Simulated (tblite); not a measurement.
Species: C3H5FOS.
Atom-mapped SMILES: `[CH3:1][O:2][C@@:3]1([F:4])[CH2:5][S:6]1` (hydrogens: H7, H8, H9 on C1; H10, H11 on C5)

Computed with GFN2-xTB (tblite), gas phase: nudged elastic band of 9 images (0 to 8), spring 0.2 eV/Å², climbing image at the end, force threshold 0.05 eV/Å. The top image wasn't refined or checked by frequencies; at this threshold it can lie a kcal/mol or more above the true saddle point of the method.

The band describes a rotation about C3–O2 (sp3 C–F carbon, ether oxygen), followed by the dihedral F4–C3–O2–C1, from the optimised start (62°) to a second optimised geometry at 177°.

**Question.** Give the energy profile along the converged band.

**Answer.** 
```json
{"image": "0", "dihedral (°)": "62", "E (kJ/mol)": "0.00", "C3–O2 (Å)": "1.336", "F4···C1 (Å)": "2.80", "largest true force (eV/Å)": "0.01"}
{"image": "1", "dihedral (°)": "75", "E (kJ/mol)": "1.91", "C3–O2 (Å)": "1.337", "F4···C1 (Å)": "2.93", "largest true force (eV/Å)": "0.05"}
{"image": "2", "dihedral (°)": "89", "E (kJ/mol)": "6.92", "C3–O2 (Å)": "1.340", "F4···C1 (Å)": "3.07", "largest true force (eV/Å)": "0.07"}
{"image": "3", "dihedral (°)": "105", "E (kJ/mol)": "13.22", "C3–O2 (Å)": "1.344", "F4···C1 (Å)": "3.21", "largest true force (eV/Å)": "0.07"}
{"image": "4", "dihedral (°)": "122", "E (kJ/mol)": "17.88", "C3–O2 (Å)": "1.350", "F4···C1 (Å)": "3.33", "largest true force (eV/Å)": "0.05"}
{"image": "5", "dihedral (°)": "139", "E (kJ/mol)": "19.04", "C3–O2 (Å)": "1.353", "F4···C1 (Å)": "3.42", "largest true force (eV/Å)": "0.03"}
{"image": "6", "dihedral (°)": "155", "E (kJ/mol)": "18.09", "C3–O2 (Å)": "1.352", "F4···C1 (Å)": "3.47", "largest true force (eV/Å)": "0.03"}
{"image": "7", "dihedral (°)": "169", "E (kJ/mol)": "17.30", "C3–O2 (Å)": "1.351", "F4···C1 (Å)": "3.49", "largest true force (eV/Å)": "0.04"}
{"image": "8", "dihedral (°)": "177", "E (kJ/mol)": "16.12", "C3–O2 (Å)": "1.350", "F4···C1 (Å)": "3.50", "largest true force (eV/Å)": "0.01"}
```

Barriers of this band. The top is image 5 at 139°: 19.04 kJ/mol forward and 2.92 kJ/mol back; the end lies 16.12 kJ/mol above the start. The central bond is 0.017 Å longer at the top than at the start.

**Question.** What rate follows at 250 K for crossing this barrier forward?

**Answer.** Taking the electronic barrier for the free energy of activation (no zero-point or entropy terms, transmission 1), rate = (kT/h)·exp(−ΔE/kT) ≈ 5 × 10^8 s⁻¹, whose inverse is 2 × 10^-9 s. An error of 1 kcal/mol in the barrier changes this by a factor of 7, and the method and the loose band can each miss by that much or more.

**Question.** How would the two end points share their population at 250 K, from these energies alone?

**Answer.** exp(−ΔE/kT) with ΔE = 0.167 eV gives 0.00043 for the higher one (end) against 1 for the lower, without vibrational, rotational or degeneracy terms.

**Question.** How long is the path, and how are the images spaced?

**Answer.** Cartesian distances between aligned neighbours (all atoms, Å): 0.45, 0.46, 0.47, 0.47, 0.46, 0.47, 0.50, 0.60; the sum is 3.88 Å, and the top lies 59 % of the way along.

The cost below is that of the whole band run. The run took 4.1 s of wall time on Intel Xeon at 2.50 GHz, one thread (shared host), and the process peaked at 0.18 GiB of memory.
